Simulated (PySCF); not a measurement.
Reaction (SMILES): ClC(Cl)Cl + 3 [H][H] (H2) → C (CH4) + 3 Cl (HCl)
B3LYP-D3(BJ)/def2-TZVP geometries, fixed; electronic energies without zero-point terms.

Effect of the grid level at r2SCAN/aug-cc-pV(T+d)Z with PySCF, against the last row, where the energy of full hydrogenation is -67.88 kcal/mol. Cost is core time over that of grids.level: 0, rough, on shared machines of one kind.

```
setting         grid points, largest species  largest shift of a total energy (mEh)  shift of the energy of full hydrogenation (kcal/mol)  cost
--------------  ----------------------------  -------------------------------------  ----------------------------------------------------  ----
grids.level: 0                          6584                                -46.892                                                -4.982    1×
grids.level: 1                         26600                                  3.318                                                 0.067    1×
grids.level: 2                         51824                                 -0.526                                                -0.025    2×
grids.level: 3                         80568                                 -0.160                                                 0.000    2×
grids.level: 4                        130392                                  0.060                                                 0.005    3×
grids.level: 5                        195664                                  0.023                                                 0.001    3×
grids.level: 7                        392712                                  0.000                                                 0.000    6×
```

Within 0.1 kcal/mol in the energy of full hydrogenation: grids.level: 1; grids.level: 2; grids.level: 3; grids.level: 4; grids.level: 5. The largest shift is 46.892 mEh in a total energy and 4.982 kcal/mol in the difference.
